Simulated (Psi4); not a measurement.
# PO (Phosphorus monoxide): UM06-L/cc-pVTZ

What is the vertical doublet–quartet gap of PO (Phosphorus monoxide) at UM06-L/cc-pVTZ? 

Program for the calculation: Psi4 1.11.

1 further run of the same task is left out (it didn't finish).

## (1) The molecule

PO: 2 atoms, total charge 0, spin state doublet. As SMILES, `O=[P]`. Geometry: relaxed at PBE0-D4/def2-TZVP.

Bond lengths: O1–P2 1.474 Å.

## (2) Energy and forces at UM06-L/cc-pVTZ

input.json reads:

```json
{
  "schema_name": "qcschema_input",
  "schema_version": 1,
  "molecule": {
    "schema_name": "qcschema_molecule",
    "schema_version": 2,
    "symbols": ["O", "P"],
    "geometry": [0.0, 0.0, -0.01785791, 0.0, 0.0, 2.7675795],
    "molecular_charge": 0,
    "molecular_multiplicity": 2,
    "fix_symmetry": "c1",
    "fix_com": true,
    "fix_orientation": true
  },
  "driver": "gradient",
  "model": {
    "method": "m06-l",
    "basis": "cc-pVTZ"
  },
  "keywords": {
    "reference": "uks",
    "puream": true,
    "e_convergence": 1e-09,
    "d_convergence": 1e-08,
    "scf_type": "pk",
    "dft_radial_points": 99,
    "dft_spherical_points": 590,
    "maxiter": 100,
    "scf_properties": ["LOWDIN_CHARGES", "MAYER_INDICES", "DIPOLE"]
  }
}
```

On the command line:

```sh
$ psi4 --qcschema input.json -n 1 --memory 2200MB
```

stdout, cut to the lines that bear on the results:

```text
[...]
  Running in c1 symmetry.
[...]
  Nuclear repulsion =   43.081204973117664
[...]
  Multiplicity = 2
[...]
  Nalpha       = 12
  Nbeta        = 11
[...]
    Number of basis functions: 64
[...]
   @UKS iter   1:  -416.33521917629150   -1.50352e-01   1.19258e-02 DIIS/ADIIS
[...]
   @UKS iter  13:  -416.55866925316843   -1.30740e-12   5.76002e-09 DIIS
[...]
   @S^2 Observed:                7.551104052E-01
[...]
    Orbital Energies [Eh]
    ---------------------
    Alpha Occupied:
       1A    -76.826342     2A    -19.006488     3A     -6.568728
       4A     -4.684927     5A     -4.677384     6A     -4.675447
       7A     -1.002114     8A     -0.525153     9A     -0.367713
      10A     -0.363329    11A     -0.357638    12A     -0.165849
    Alpha Virtual:
      13A     -0.146952    14A      0.021011    15A      0.231007
      16A      0.236095    17A      0.244446    18A      0.266283
      19A      0.282801    20A      0.309789    21A      0.352885
      22A      0.356565    23A      0.520106    24A      0.648697
      25A      0.648919    26A      0.725699    27A      1.164458
[...]
  @UKS Final Energy:  -416.55866925316843
   => Energetics <=
    Nuclear Repulsion Energy =             43.0812049731176643
    One-Electron Energy =                -660.9694809622581033
    Two-Electron Energy =                 233.1155313921537413
    DFT Exchange-Correlation Energy =     -31.7859246561817734
    Empirical Dispersion Energy =           0.0000000000000000
    VV10 Nonlocal Energy =                  0.0000000000000000
    Total Energy =                       -416.5586692531684321
[...]
 Multipole Moments:
 ------------------------------------------------------------------------------------
     Multipole            Electronic (a.u.)      Nuclear  (a.u.)        Total (a.u.)
 ------------------------------------------------------------------------------------
 L = 1.  Multiply by 2.5417464519 to convert [e a0] to [Debye]
 Dipole X            :         -0.0000000            0.0000000           -0.0000000
 Dipole Y            :          0.0000000            0.0000000            0.0000000
 Dipole Z            :        -40.6363655           41.3708292            0.7344637
 Magnitude           :                                                    0.7344637
[...]
  -Total Gradient:
     Atom            X                  Y                   Z
    ------   -----------------  -----------------  -----------------
       1        0.000000000000     0.000000000000     0.017012807562
       2        0.000000000000     0.000000000000    -0.016902481286
[...]
```

The result, in JSON:

```text
{
 "driver": "gradient",
 "model": {
  "method": "m06-l",
  "basis": "cc-pVTZ"
 },
 "success": true,
 "return_result": [1.506705116378474e-13, 5.4213056474814876e-14, 0.017012807561551546, 2.320067042577713e-13, 3.491711368282584e-14, -0.01690248128598093],
 "properties": {
  "calcinfo_nbasis": 64,
  "calcinfo_nmo": 64,
  "calcinfo_nalpha": 12,
  "calcinfo_nbeta": 11,
  "calcinfo_natom": 2,
  "nuclear_repulsion_energy": 43.081204973117664,
  "return_energy": -416.55866925316843,
  "return_gradient": [1.506705116378474e-13, 5.4213056474814876e-14, 0.017012807561551546, 2.320067042577713e-13, 3.491711368282584e-14, -0.01690248128598093],
  "scf_one_electron_energy": -660.9694809622581,
  "scf_two_electron_energy": 233.11553139215374,
  "scf_xc_energy": -31.785924656181773,
  "scf_dipole_moment": [-7.100936019103565e-15, 1.8538745357734222e-14, 0.7344637379533765],
  "scf_total_energy": -416.55866925316843,
  "scf_total_gradient": [1.506705116378474e-13, 5.4213056474814876e-14, 0.017012807561551546, 2.320067042577713e-13, 3.491711368282584e-14, -0.01690248128598093],
  "scf_iterations": 13
 }
}
```

Wall time 12 s (1 thread of Intel Xeon 6975P-C (Granite Rapids), shared host); peak memory 0.92 GiB.

## (3) The quartet: the energy at UM06-L/cc-pVTZ

calc.inp reads:

```
memory 2200 MB

molecule system {
  0 4
  O      0.00000000     0.00000000    -0.01785791
  P      0.00000000     0.00000000     2.76757950
  units au
  symmetry c1
}

set globals {
  reference uks
  puream true
  e_convergence 1e-09
  d_convergence 1e-08
  scf_type pk
  dft_radial_points 99
  dft_spherical_points 590
  maxiter 100
}

e = energy("m06-l/cc-pVTZ")
```

On the command line:

```sh
$ psi4 calc.inp calc.out -n 1
```

calc.out, cut to the lines that bear on the results:

```text
[...]
  Running in c1 symmetry.
[...]
  Nuclear repulsion =   43.081204973117664
[...]
  Multiplicity = 4
[...]
  Nalpha       = 13
  Nbeta        = 10
[...]
    Number of basis functions: 64
[...]
   @UKS iter   1:  -416.22348426355762   -3.86166e-02   1.07319e-02 ADIIS/DIIS
[...]
   @UKS iter  13:  -416.40835531698548   -2.21689e-12   2.91959e-09 DIIS
[...]
   @S^2 Observed:                3.761351141E+00
[...]
    Orbital Energies [Eh]
    ---------------------
    Alpha Occupied:
       1A    -76.841604     2A    -19.038606     3A     -6.581147
       4A     -4.697373     5A     -4.691793     6A     -4.691793
       7A     -1.046068     8A     -0.571509     9A     -0.419243
      10A     -0.392425    11A     -0.392425    12A     -0.189099
      13A     -0.189099
    Alpha Virtual:
      14A     -0.007539    15A      0.216381    16A      0.216383
      17A      0.221865    18A      0.262775    19A      0.262775
      20A      0.290487    21A      0.327798    22A      0.327798
      23A      0.507792    24A      0.635929    25A      0.635929
[...]
  @UKS Final Energy:  -416.40835531698548
   => Energetics <=
    Nuclear Repulsion Energy =             43.0812049731176643
    One-Electron Energy =                -660.4729894494521432
    Two-Electron Energy =                 232.8018043515251634
    DFT Exchange-Correlation Energy =     -31.8183751921761662
    Empirical Dispersion Energy =           0.0000000000000000
    VV10 Nonlocal Energy =                  0.0000000000000000
    Total Energy =                       -416.4083553169854781
[...]
 Multipole Moments:
 ------------------------------------------------------------------------------------
     Multipole            Electronic (a.u.)      Nuclear  (a.u.)        Total (a.u.)
 ------------------------------------------------------------------------------------
 L = 1.  Multiply by 2.5417464519 to convert [e a0] to [Debye]
 Dipole X            :          0.0000000            0.0000000            0.0000000
 Dipole Y            :          0.0000000            0.0000000            0.0000000
 Dipole Z            :          1.0242484           -0.4665088            0.5577396
 Magnitude           :                                                    0.5577396
[...]
```

Run time: 9.9 s. Hardware: 1 thread of Intel Xeon 6975P-C (Granite Rapids), shared host; peak memory 0.92 GiB.

## (4) Outcome

Level: UM06-L/cc-pVTZ.

| quantity | value |
| --- | --- |
| doublet: total energy | -416.55867 Eh |
| doublet: dipole moment | 1.87 D |
| doublet: HOMO energy (highest over α and β) | -4.51 eV |
| doublet: LUMO energy (lowest over α and β) | -4.00 eV |
| doublet: ⟨S²⟩ | 0.755 |
| doublet: largest force on an atom | 0.875 eV/Å |
| quartet: total energy | -416.40836 Eh |
| quartet: dipole moment | 1.42 D |
| quartet: HOMO energy (highest over α and β) | -5.15 eV |
| quartet: ⟨S²⟩ | 3.761 |
| vertical energy of the quartet above the doublet | 4.090 eV |

In words: At this shape the quartet lies 4.09 eV (395 kJ/mol) above the doublet. The largest force (doublet) is 0.87 eV/Å: the shape isn't a stationary point for this species at this level.
